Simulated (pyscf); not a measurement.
Single points on ωB97X-D3(BJ)/def2-SVP structures (PySCF, gas phase). MP2 and CC: frozen core, UHF for open shells. ΔMP2 is the change of the MP2 total energy from the triple- to the quadruple-zeta basis.

**Question.** PBE/def2-TZVP puts the barrier of H₃Si–CH(Cl)–Cl (SMILES [SiH3]C(Cl)Cl) → Cl–C:–Cl (SMILES Cl[C]Cl) [singlet] + SiH₄ (SMILES [SiH4]) (1,1-elimination; singlet surface; C–Si, C–H broken, H–Si formed) at 306.4 kJ/mol and the reaction energy at +305.0 kJ/mol, from the reactant's lowest minimum found. What do M06-2X/def2-TZVP, ωB97M-D3(BJ)/def2-TZVP, CCSD(T)/def2-TZVPP + ΔMP2(QZVPP) give on the same structures?

**Answer.** M06-2X: ΔE‡ = 348.4 kJ/mol, ΔE = +335.4 kJ/mol; ωB97M-D3(BJ): ΔE‡ = 340.6 kJ/mol, ΔE = +321.3 kJ/mol; CCSD(T): ΔE‡ = 344.7 kJ/mol, ΔE = +323.3 kJ/mol. PBE's barrier lies under all of them, by 34.2 to 42.0 kJ/mol. Its reaction energy lies under all of them, by 16.2 to 30.4 kJ/mol. Low barriers are usual for a GGA, whose delocalisation error favours stretched bonds. On the reactant side the descent ends in a point that may be a rotor saddle (no frequency run), 12.6 kJ/mol over the lowest minimum found and 340.3 kJ/mol under the saddle at ωB97X-D3(BJ)/def2-TZVP. The same reactants have a lower exit, to H₃Si–CH•–Cl + Cl• (no saddle counted: cutting one bond costs +317.9 kJ/mol at ωB97M-D3(BJ)/def2-TZVP, against +340.6 kJ/mol here). H₃Si–CH(Cl)–Cl lies 358.8 kJ/mol over its isomer H₃C–SiH(Cl)–Cl (electronic energy, ωB97M-D3(BJ)/def2-TZVP). One saddle was located; it need not be the lowest between these sides. The CCSD(T) − MP2 part came from Ansatz, without density fitting, on the same reference.
